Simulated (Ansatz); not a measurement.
**H2S + CO: molecular dynamics, part 1 of 2**

Aim: follow the two partners and see whether they stay together, part or react. The start is relaxed first. Runs: 166 steps of 1 fs under a Nosé-Hoover thermostat at 300 K; 166 steps of 1 fs at constant energy, with velocities drawn for 300 K; 166 steps of 0.5 fs under a Langevin thermostat at 100 K. SMILES of the start: S.[C-]#[O+].

All numbers below are computed with Ansatz 0.2.0 (RKS PBE-D4/cc-pVDZ).

### Step 1. The structure to begin with

Bond lengths: S1–H2 1.328 Å, S1–H3 1.341 Å, C4–O5 1.129 Å. Angles: H2–S1–H3 92.9°.

Coordinates:

```xyz
5

S     0.4579    0.1110   -1.7377
H    -0.8001   -0.2975   -1.8597
H     0.3768    0.1817   -0.4012
C     0.3656    0.2486    1.6658
O    -0.4002   -0.2437    2.3329
```

### Step 2. Preparing the start

input.yaml

```yaml
crystal:
  periodic: [false, false, false]
  atoms:
    - { symbol: S, position_ang: [0.4579, 0.111, -1.7377] }
    - { symbol: H, position_ang: [-0.8001, -0.2975, -1.8597] }
    - { symbol: H, position_ang: [0.3768, 0.1817, -0.4012] }
    - { symbol: C, position_ang: [0.3656, 0.2486, 1.6658] }
    - { symbol: O, position_ang: [-0.4002, -0.2437, 2.3329] }
basis:
  gaussian: { orbitals: cc-pVDZ }
hamiltonian:
  xc: pbe
  dispersion: d4
relax:
  f_tol: 0.02
  max_steps: 40
scf:
  lower_state_search: "off"
```

The run is started by

```bash
$ ansatz run input.yaml --threads 1 --pin off --max-ram 2048MiB --backend cpu --events-out ev --progress --plain --runs-dir out
```

What it wrote (excerpt; [...] marks lines left out):

```text
Warning: RAYON_NUM_THREADS=1 ignored (pool sized by the plan → 1); use --threads N
[...]
Functional definition: PBE
[...]
682 factors; their error is unknown
[...]
mean field -13943.24633416 eV, -512.4048517087 hartree, gradient 1.7e-6 eV, S^2 0.000000; 0 other end points of the search recorded, 0 dependent functions left out
[...]
reference -13943.24635860 eV, -512.4048526066 hartree; 16, 16 occupied and 40, 40 virtual orbitals, 682 factors
relax step   1: F+E_penalty+E_count = -13943.30081737 eV  Δ(F+E_penalty+E_count) = +0.000e0 eV  max|allowed force component| = 1.351e0 eV/Å  Δτ_max = 0.0000 Å  (14 SCF iters, accepted)
[...]
relax step   4: F+E_penalty+E_count = -13943.38781125 eV  Δ(F+E_penalty+E_count) = -2.683e-3 eV  max|allowed force component| = 8.440e-1 eV/Å  Δτ_max = 0.0964 Å  (23 SCF iters, accepted)
[...]
relax step   7: F+E_penalty+E_count = -13943.40364699 eV  Δ(F+E_penalty+E_count) = -2.503e-3 eV  max|allowed force component| = 2.223e-1 eV/Å  Δτ_max = 0.0745 Å  (18 SCF iters, accepted)
[...]
relax step  10: F+E_penalty+E_count = -13943.40794497 eV  Δ(F+E_penalty+E_count) = -2.465e-3 eV  max|allowed force component| = 7.332e-3 eV/Å  Δτ_max = 0.0932 Å  (25 SCF iters, accepted)
[...]
relax step  11: F+E_penalty+E_count = -13943.40752513 eV  Δ(F+E_penalty+E_count) = +4.198e-4 eV  max|allowed force component| = 5.617e-1 eV/Å  Δτ_max = 0.0643 Å  (18 SCF iters, rejected (line search))
[...]
relax step  12: F+E_penalty+E_count = -13943.40855430 eV  Δ(F+E_penalty+E_count) = -6.093e-4 eV  max|allowed force component| = 1.094e-1 eV/Å  Δτ_max = 0.0315 Å  (18 SCF iters, accepted)
[...]
682 factors; their error is unknown
```

### Step 3. The log goes on: start relaxed

Output, continued (excerpt; [...] marks lines left out):

```text
mean field -13943.36330198 eV, -512.4091501968 hartree, gradient 2.4e-6 eV, S^2 0.000000; 0 other end points of the search recorded, 0 dependent functions left out
[...]
reference -13943.36332647 eV, -512.4091510966 hartree; 16, 16 occupied and 40, 40 virtual orbitals, 682 factors
relax step  13: F+E_penalty+E_count = -13943.40795474 eV  Δ(F+E_penalty+E_count) = +5.996e-4 eV  max|allowed force component| = 6.093e-1 eV/Å  Δτ_max = 0.0731 Å  (18 SCF iters, rejected (line search))
[...]
relax step  15: F+E_penalty+E_count = -13943.40933160 eV  Δ(F+E_penalty+E_count) = -5.746e-5 eV  max|allowed force component| = 3.077e-1 eV/Å  Δτ_max = 0.0371 Å  (18 SCF iters, accepted)
[...]
relax step  17: F+E_penalty+E_count = -13943.41032382 eV  Δ(F+E_penalty+E_count) = -1.863e-4 eV  max|allowed force component| = 5.052e-2 eV/Å  Δτ_max = 0.0323 Å  (18 SCF iters, accepted)
[...]
relax step  21: F+E_penalty+E_count = -13943.41043568 eV  Δ(F+E_penalty+E_count) = -9.651e-6 eV  max|allowed force component| = 1.369e-2 eV/Å  Δτ_max = 0.0072 Å  (19 SCF iters, accepted)
Total energy: -13943.41046021 eV, -512.4108832295 hartree
Atom 0 at     0.533744     0.181536    -1.967003 Å, force    -0.000916    -0.000112     0.001477 eV/Å
Atom 1 at    -0.742152    -0.242681    -2.206565 Å, force     0.001598     0.000527     0.001168 eV/Å
Atom 2 at     0.344424     0.118025    -0.613670 Å, force    -0.000985    -0.000673    -0.002249 eV/Å
Atom 3 at    -0.006364    -0.005907     1.825133 Å, force    -0.000931    -0.000092     0.013292 eV/Å
Atom 4 at    -0.129652    -0.050872     2.962205 Å, force     0.001234     0.000349    -0.013688 eV/Å
Dipole moment:    -0.217031    -0.072695     0.320635 e Å
Checks for a lower state left out: stability, starts, cluster_reference, orbital_swaps, neighbouring_geometries, increment
```

It took 15 s on 1 thread of AMD EPYC 7B13 (Zen 3), shared host; peak memory 0.13 GiB.

The steps of the relaxation:

| step | energy from step 1 (eV) | largest force component (eV/Å) |
| --- | --- | --- |
| 1 | 0.0000 | 1.3511 |
| 2 | -0.0843 | 0.1749 |
| 3x | 0.0014 | 3.3122 |
| 4 | -0.0870 | 0.8440 |
| 5 | -0.0923 | 0.9407 |
| 6 | -0.1003 | 0.2807 |
| 7 | -0.1028 | 0.2223 |
| 8x | -0.1013 | 0.8868 |
| 9 | -0.1047 | 0.0762 |
| 10 | -0.1071 | 0.0073 |
| 11x | -0.1067 | 0.5617 |
| 12 | -0.1077 | 0.1094 |
| 13x | -0.1071 | 0.6093 |
| 14 | -0.1085 | 0.0201 |
| 15 | -0.1085 | 0.3077 |
| 16 | -0.1093 | 0.0059 |
| 17 | -0.1095 | 0.0505 |
| 18x | -0.1094 | 0.1910 |
| 19 | -0.1096 | 0.0020 |
| 20 | -0.1096 | 0.0354 |
| 21 | -0.1096 | 0.0137 |

Step 1 is the start. 5 steps were tried and not accepted (3, 8, 11, 13, 18; marked x where the table lists them).

After: Bond lengths: S1–H2 1.366 Å, S1–H3 1.368 Å, C4–O5 1.145 Å. Angles: H2–S1–H3 91.7°.

### Step 4. Run 1

166 steps of 1 fs under a Nosé-Hoover thermostat at 300 K, from the relaxed start.

input.yaml

```yaml
crystal:
  periodic: [false, false, false]
  atoms:
    - { symbol: S, position_ang: [0.533744, 0.181536, -1.967003] }
    - { symbol: H, position_ang: [-0.742152, -0.242681, -2.206565] }
    - { symbol: H, position_ang: [0.344424, 0.118025, -0.61367] }
    - { symbol: C, position_ang: [-0.006364, -0.005907, 1.825133] }
    - { symbol: O, position_ang: [-0.129652, -0.050872, 2.962205] }
basis:
  gaussian: { orbitals: cc-pVDZ }
hamiltonian:
  xc: pbe
  dispersion: d4
md:
  timestep: 1.0
  n_steps: 166
  ensemble: nvt_nose_hoover
  temperature: 300.0
  initial_velocities: maxwell_boltzmann
  seed: 984926
  nose_hoover: { tau: 3.0, chain_length: 1 }
scf:
  lower_state_search: "off"
```

The run is started by

```bash
$ ansatz run input.yaml --threads 1 --pin off --max-ram 2048MiB --backend cpu --events-out ev --progress --plain --runs-dir out
```

What it wrote (excerpt; [...] marks lines left out):

```text
Warning: RAYON_NUM_THREADS=1 ignored (pool sized by the plan → 1); use --threads N
[...]
Functional definition: PBE
[...]
682 factors; their error is unknown
[...]
mean field -13943.36604732 eV, -512.4092510860 hartree, gradient 1.1e-6 eV, S^2 0.000000; 0 other end points of the search recorded, 0 dependent functions left out
[...]
reference -13943.36607164 eV, -512.4092519798 hartree; 16, 16 occupied and 40, 40 virtual orbitals, 682 factors
md step     0: t =     0.00 fs  T =   300.0 K  F+E_penalty+E_count = -13943.41043681 eV  E_kin = 0.116334 eV  conserved = -13943.29410281 eV  (14 SCF iters)
[...]
md step    20: t =    20.00 fs  T =   309.4 K  F+E_penalty+E_count = -13943.34559508 eV  E_kin = 0.119997 eV  conserved = -13943.29246434 eV  (19 SCF iters, 3 dispersion substeps)
[...]
md step    40: t =    40.00 fs  T =   270.0 K  F+E_penalty+E_count = -13943.31595581 eV  E_kin = 0.104691 eV  conserved = -13943.29232655 eV  (18 SCF iters, 3 dispersion substeps)
[...]
md step    60: t =    60.00 fs  T =   315.0 K  F+E_penalty+E_count = -13943.30709396 eV  E_kin = 0.122161 eV  conserved = -13943.29225678 eV  (18 SCF iters, 3 dispersion substeps)
[...]
md step    78: t =    78.00 fs  T =   305.6 K  F+E_penalty+E_count = -13943.30343763 eV  E_kin = 0.118512 eV  conserved = -13943.29257243 eV  (19 SCF iters, 3 dispersion substeps)
md step    79: t =    79.00 fs  T =   247.7 K  F+E_penalty+E_count = -13943.29077927 eV  E_kin = 0.096061 eV  conserved = -13943.29218054 eV  (19 SCF iters, 3 dispersion substeps)
```

### Step 5. The log goes on: dynamics from the start

Output, continued (excerpt; [...] marks lines left out):

```text
md step    80: t =    80.00 fs  T =   221.0 K  F+E_penalty+E_count = -13943.28569741 eV  E_kin = 0.085687 eV  conserved = -13943.29211790 eV  (19 SCF iters, 3 dispersion substeps)
[...]
md step   101: t =   101.00 fs  T =   381.2 K  F+E_penalty+E_count = -13943.31315637 eV  E_kin = 0.147823 eV  conserved = -13943.29329854 eV  (18 SCF iters, 3 dispersion substeps)
[...]
md step   122: t =   122.00 fs  T =   299.6 K  F+E_penalty+E_count = -13943.28661613 eV  E_kin = 0.116185 eV  conserved = -13943.29216631 eV  (18 SCF iters, 3 dispersion substeps)
[...]
md step   143: t =   143.00 fs  T =   294.2 K  F+E_penalty+E_count = -13943.26938546 eV  E_kin = 0.114078 eV  conserved = -13943.29201574 eV  (18 SCF iters, 3 dispersion substeps)
[...]
md step   166: t =   166.00 fs  T =   172.1 K  F+E_penalty+E_count = -13943.25916260 eV  E_kin = 0.066741 eV  conserved = -13943.29158500 eV  (18 SCF iters, 3 dispersion substeps)
Total energy: -13943.25919279 eV, -512.4053242544 hartree
Atom 0 at     0.554013     0.312925    -2.471117 Å, force     0.863753     0.193952     0.260967 eV/Å
Atom 1 at    -0.225018    -0.693272    -2.049736 Å, force    -0.492636    -0.482854     0.144792 eV/Å
Atom 2 at     1.571655    -0.146873    -1.639218 Å, force    -0.371748     0.285729    -0.397798 eV/Å
Atom 3 at    -0.052281    -0.793884     2.910080 Å, force    -0.452257     2.621861     0.696970 eV/Å
Atom 4 at    -0.245699     0.322481     3.212612 Å, force     0.452887    -2.618688    -0.704931 eV/Å
Dipole moment:     0.017226    -0.156411     0.179150 e Å
Checks for a lower state left out: stability, starts, cluster_reference, orbital_swaps, neighbouring_geometries, increment
```

It took 71 s on 1 thread of AMD EPYC 7B13 (Zen 3), shared host; peak memory 0.1 GiB.

### Step 6. What the atoms did

The trajectory, every 7 steps (energies from step 0):

| time (fs) | T (K) | potential energy change (meV/atom) | conserved energy change (meV/atom) | closest contact of the partners (Å) |
| --- | --- | --- | --- | --- |
| 0.0 | 300 | 0.0 | 0.00 | 2.47 |
| 7.0 | 442 | 2.1 | 0.04 | 2.53 |
| 14.0 | 274 | 6.2 | 0.15 | 2.60 |
| 21.0 | 342 | 12.6 | 0.32 | 2.75 |
| 28.0 | 207 | 16.9 | 0.39 | 2.82 |
| 35.0 | 245 | 21.5 | 0.53 | 3.01 |
| 42.0 | 210 | 21.7 | 0.42 | 3.06 |
| 49.0 | 272 | 21.4 | 0.37 | 3.19 |
| 56.0 | 292 | 20.3 | 0.26 | 3.25 |
| 63.0 | 351 | 17.4 | 0.11 | 3.37 |
| 70.0 | 357 | 18.4 | 0.17 | 3.44 |
| 77.0 | 369 | 18.7 | 0.20 | 3.47 |
| 84.0 | 333 | 20.6 | 0.27 | 3.57 |
| 91.0 | 310 | 23.7 | 0.40 | 3.62 |
| 98.0 | 272 | 23.7 | 0.33 | 3.74 |
| 105.0 | 264 | 26.1 | 0.38 | 3.74 |
| 112.0 | 260 | 26.5 | 0.38 | 3.85 |
| 119.0 | 248 | 26.2 | 0.34 | 3.96 |
| 126.0 | 279 | 27.2 | 0.39 | 4.08 |
| 133.0 | 240 | 26.0 | 0.36 | 4.18 |
| 140.0 | 336 | 27.2 | 0.41 | 4.27 |
| 147.0 | 275 | 23.8 | 0.33 | 4.47 |
| 154.0 | 402 | 23.7 | 0.27 | 4.61 |
| 161.0 | 333 | 20.8 | 0.14 | 4.80 |
| 166.0 | 172 | 30.3 | 0.50 | 4.87 |

time (fs), T (K) and a bar:
```
      0.0        300 ##############
      7.0        442 ##############################
     14.0        274 ###########
     22.0        375 #######################
     29.0        254 #########
     36.0        308 ###############
     43.0        248 ########
     51.0        284 ############
     58.0        240 ########
     65.0        197 ###
     72.0        233 #######
     79.0        248 ########
     87.0        322 #################
     94.0        323 #################
    101.0        381 #######################
    108.0        362 #####################
    115.0        358 #####################
    123.0        359 #####################
    130.0        382 #######################
    137.0        339 ###################
    144.0        347 ###################
    152.0        272 ###########
    159.0        265 ##########
    166.0        172
```

### Step 7. Snapshots as a file

Positions (Å) and forces (eV/Å):

```xyz
5
time_fs=21.0 T=342 dE=0.0632
S     0.542    0.186   -2.025   -0.624   -0.279   -0.464
H    -0.789   -0.209   -2.100    0.569    0.123   -0.100
H     0.343    0.528   -0.739    0.060    0.121    0.584
C     0.003   -0.148    1.910    0.258   -0.223   -1.973
O    -0.151    0.018    3.016   -0.263    0.258    1.953
5
time_fs=42.0 T=210 dE=0.1087
S     0.546    0.196   -2.091    0.481    0.364    0.382
H    -0.743   -0.200   -2.063   -0.424   -0.097    0.096
H     0.470    0.778   -0.833   -0.055   -0.291   -0.459
C     0.012   -0.296    1.996   -0.452    0.977    2.575
O    -0.175    0.094    3.087    0.451   -0.952   -2.594
5
time_fs=62.0 T=406 dE=0.0752
S     0.551    0.211   -2.158   -0.122   -0.169   -0.290
H    -0.741   -0.222   -1.984    0.195    0.093    0.056
H     0.591    0.802   -0.938   -0.073    0.057    0.261
C     0.008   -0.411    2.140    0.083   -0.209   -0.458
O    -0.191    0.150    3.114   -0.082    0.228    0.432
5
time_fs=83.0 T=301 dE=0.1057
S     0.556    0.230   -2.230   -0.692   -0.363   -0.115
H    -0.691   -0.262   -1.858    0.478    0.128   -0.301
H     0.702    0.699   -0.976    0.213    0.219    0.442
C     0.001   -0.517    2.291    0.288   -0.981   -1.233
O    -0.205    0.201    3.142   -0.287    0.997    1.206
5
time_fs=104.0 T=217 dE=0.1457
S     0.555    0.250   -2.300    0.595    0.373    0.536
H    -0.559   -0.349   -1.845   -0.494   -0.278    0.111
H     0.932    0.537   -0.989   -0.104   -0.106   -0.624
C    -0.005   -0.625    2.430   -0.555    2.295    1.895
O    -0.221    0.257    3.177    0.558   -2.283   -1.918
5
time_fs=124.0 T=387 dE=0.1033
S     0.555    0.271   -2.358   -0.408   -0.117   -0.470
H    -0.505   -0.478   -1.892    0.335    0.186    0.034
H     1.171    0.339   -1.160    0.072   -0.077    0.455
C    -0.022   -0.677    2.595    0.181   -0.811   -0.537
O    -0.228    0.275    3.183   -0.179    0.819    0.519
5
time_fs=145.0 T=365 dE=0.1061
S     0.555    0.294   -2.420   -0.537   -0.347    0.043
H    -0.373   -0.609   -1.917    0.335    0.358   -0.235
H     1.362    0.077   -1.352    0.201   -0.016    0.204
C    -0.039   -0.733    2.759    0.218   -1.117   -0.499
O    -0.236    0.296    3.196   -0.217    1.122    0.486
5
time_fs=166.0 T=172 dE=0.1513
S     0.554    0.313   -2.471    0.864    0.194    0.261
H    -0.225   -0.693   -2.050   -0.493   -0.483    0.145
H     1.572   -0.147   -1.639   -0.372    0.286   -0.398
C    -0.052   -0.794    2.910   -0.452    2.622    0.697
O    -0.246    0.323    3.213    0.453   -2.619   -0.705
```

Reading of run 1. Against a set 300 K the second half averages 298 K with a spread of 64 K. A thermostat time of 3 fs is as short as the fastest vibrations or shorter, so the thermostat can drive swings of its own. The conserved energy strays from its start by at most 0.59 meV/atom, 2.5 % of the mean kinetic energy, fair for a step of 1 fs. No bond forms or breaks. The partners' closest contact goes from 2.47 to 4.87 Å: they drift apart.

### Step 8. Run 2

166 steps of 1 fs at constant energy, with velocities drawn for 300 K, starting from the last frame of an earlier run, with new velocities.

input.yaml

```yaml
crystal:
  periodic: [false, false, false]
  atoms:
    - { symbol: S, position_ang: [0.554013, 0.312925, -2.471117] }
    - { symbol: H, position_ang: [-0.225018, -0.693272, -2.049736] }
    - { symbol: H, position_ang: [1.571655, -0.146873, -1.639218] }
    - { symbol: C, position_ang: [-0.052281, -0.793884, 2.91008] }
    - { symbol: O, position_ang: [-0.245699, 0.322481, 3.212612] }
basis:
  gaussian: { orbitals: cc-pVDZ }
hamiltonian:
  xc: pbe
  dispersion: d4
md:
  timestep: 1.0
  n_steps: 166
  ensemble: nve
  temperature: 300.0
  initial_velocities: maxwell_boltzmann
  seed: 3179
scf:
  lower_state_search: "off"
```

The run is started by

```bash
$ ansatz run input.yaml --threads 1 --pin off --max-ram 2048MiB --backend cpu --events-out ev --progress --plain --runs-dir out
```

What it wrote (excerpt; [...] marks lines left out):

```text
Warning: RAYON_NUM_THREADS=1 ignored (pool sized by the plan → 1); use --threads N
[...]
Functional definition: PBE
[...]
682 factors; their error is unknown
[...]
mean field -13943.23027477 eV, -512.4042615368 hartree, gradient 4.8e-6 eV, S^2 0.000000; 0 other end points of the search recorded, 0 dependent functions left out
[...]
reference -13943.23030486 eV, -512.4042626427 hartree; 16, 16 occupied and 40, 40 virtual orbitals, 682 factors
md step     0: t =     0.00 fs  T =   300.0 K  F+E_penalty+E_count = -13943.25917139 eV  E_kin = 0.116334 eV  conserved = -13943.14283739 eV  (14 SCF iters)
[...]
md step    21: t =    21.00 fs  T =   223.9 K  F+E_penalty+E_count = -13943.22804438 eV  E_kin = 0.086826 eV  conserved = -13943.14121813 eV  (18 SCF iters, 3 dispersion substeps)
[...]
md step    42: t =    42.00 fs  T =   415.3 K  F+E_penalty+E_count = -13943.30588285 eV  E_kin = 0.161056 eV  conserved = -13943.14482641 eV  (19 SCF iters, 3 dispersion substeps)
[...]
md step    63: t =    63.00 fs  T =   275.4 K  F+E_penalty+E_count = -13943.24945216 eV  E_kin = 0.106803 eV  conserved = -13943.14264904 eV  (18 SCF iters, 3 dispersion substeps)
[...]
md step    82: t =    82.00 fs  T =   361.3 K  F+E_penalty+E_count = -13943.28391140 eV  E_kin = 0.140107 eV  conserved = -13943.14380421 eV  (18 SCF iters, 3 dispersion substeps)
md step    83: t =    83.00 fs  T =   288.7 K  F+E_penalty+E_count = -13943.25420282 eV  E_kin = 0.111966 eV  conserved = -13943.14223640 eV  (18 SCF iters, 3 dispersion substeps)
```

### Step 9. The log goes on: dynamics from the last frame of an earlier run

The log, continued (excerpt; [...] marks lines left out):

```text
md step    84: t =    84.00 fs  T =   247.8 K  F+E_penalty+E_count = -13943.23746179 eV  E_kin = 0.096084 eV  conserved = -13943.14137733 eV  (18 SCF iters, 3 dispersion substeps)
[...]
md step   104: t =   104.00 fs  T =   373.4 K  F+E_penalty+E_count = -13943.28926666 eV  E_kin = 0.144806 eV  conserved = -13943.14446066 eV  (18 SCF iters, 3 dispersion substeps)
[...]
md step   124: t =   124.00 fs  T =   282.0 K  F+E_penalty+E_count = -13943.25246118 eV  E_kin = 0.109339 eV  conserved = -13943.14312256 eV  (19 SCF iters, 3 dispersion substeps)
[...]
md step   144: t =   144.00 fs  T =   412.9 K  F+E_penalty+E_count = -13943.30477215 eV  E_kin = 0.160109 eV  conserved = -13943.14466324 eV  (18 SCF iters, 3 dispersion substeps)
[...]
md step   166: t =   166.00 fs  T =   334.5 K  F+E_penalty+E_count = -13943.27318843 eV  E_kin = 0.129712 eV  conserved = -13943.14347604 eV  (18 SCF iters, 3 dispersion substeps)
Total energy: -13943.27321927 eV, -512.4058397181 hartree
Atom 0 at     0.595239     0.315703    -2.200582 Å, force    -0.197474     0.957683    -0.748818 eV/Å
Atom 1 at     0.187486    -0.742630    -1.496880 Å, force    -0.453960    -0.614696     0.374981 eV/Å
Atom 2 at    -0.673229     0.634005    -2.699995 Å, force     0.649834    -0.341378     0.390212 eV/Å
Atom 3 at    -0.008516    -0.539687     3.316155 Å, force     0.324587    -0.840018     1.246214 eV/Å
Atom 4 at    -0.245719     0.079991     2.397640 Å, force    -0.322987     0.838409    -1.262589 eV/Å
Dipole moment:    -0.248603    -0.070839    -0.019533 e Å
Checks for a lower state left out: stability, starts, cluster_reference, orbital_swaps, neighbouring_geometries, increment
```

Wall time 68 s (1 thread of AMD EPYC 7B13 (Zen 3), shared host); peak memory 0.099 GiB.

### Step 10. What the atoms did

One step in 7; energies are changes from step 0:

| time (fs) | T (K) | potential energy change (meV/atom) | total energy change (meV/atom) | closest contact of the partners (Å) |
| --- | --- | --- | --- | --- |
| 0.0 | 300 | 0.0 | 0.00 | 4.87 |
| 7.0 | 242 | 4.8 | 0.24 | 4.92 |
| 14.0 | 206 | 7.6 | 0.35 | 4.96 |
| 21.0 | 224 | 6.2 | 0.32 | 4.94 |
| 28.0 | 288 | 1.0 | 0.06 | 4.93 |
| 35.0 | 361 | -5.0 | -0.25 | 4.89 |
| 42.0 | 415 | -9.3 | -0.40 | 4.88 |
| 49.0 | 399 | -8.1 | -0.44 | 4.82 |
| 56.0 | 396 | -7.8 | -0.34 | 4.77 |
| 63.0 | 275 | 1.9 | 0.04 | 4.74 |
| 70.0 | 261 | 3.2 | 0.21 | 4.62 |
| 77.0 | 177 | 9.9 | 0.37 | 4.55 |
| 84.0 | 248 | 4.3 | 0.29 | 4.51 |
| 91.0 | 260 | 3.2 | 0.06 | 4.52 |
| 98.0 | 385 | -6.9 | -0.29 | 4.42 |
| 105.0 | 384 | -6.9 | -0.37 | 4.32 |
| 112.0 | 427 | -10.3 | -0.46 | 4.31 |
| 119.0 | 368 | -5.5 | -0.29 | 4.31 |
| 126.0 | 302 | -0.1 | 0.03 | 4.26 |
| 133.0 | 235 | 5.3 | 0.25 | 4.16 |
| 140.0 | 209 | 7.4 | 0.33 | 4.15 |
| 147.0 | 231 | 5.7 | 0.30 | 4.13 |
| 154.0 | 289 | 0.8 | 0.01 | 4.09 |
| 161.0 | 373 | -6.0 | -0.29 | 4.03 |
| 166.0 | 334 | -2.8 | -0.13 | 4.00 |

time (fs), T (K) and a bar:
```
      0.0        300 ##############
      7.0        242 ######
     14.0        206 #
     22.0        242 ######
     29.0        279 ###########
     36.0        338 ####################
     43.0        373 ########################
     51.0        307 ###############
     58.0        335 ###################
     65.0        333 ###################
     72.0        364 #######################
     79.0        309 ###############
     87.0        378 #########################
     94.0        281 ###########
    101.0        242 ######
    108.0        199 
    115.0        248 #######
    123.0        272 ##########
    130.0        358 ######################
    137.0        376 #########################
    144.0        413 ##############################
    152.0        331 ##################
    159.0        352 #####################
    166.0        334 ###################
```

(Continued in part 2 of 2.)
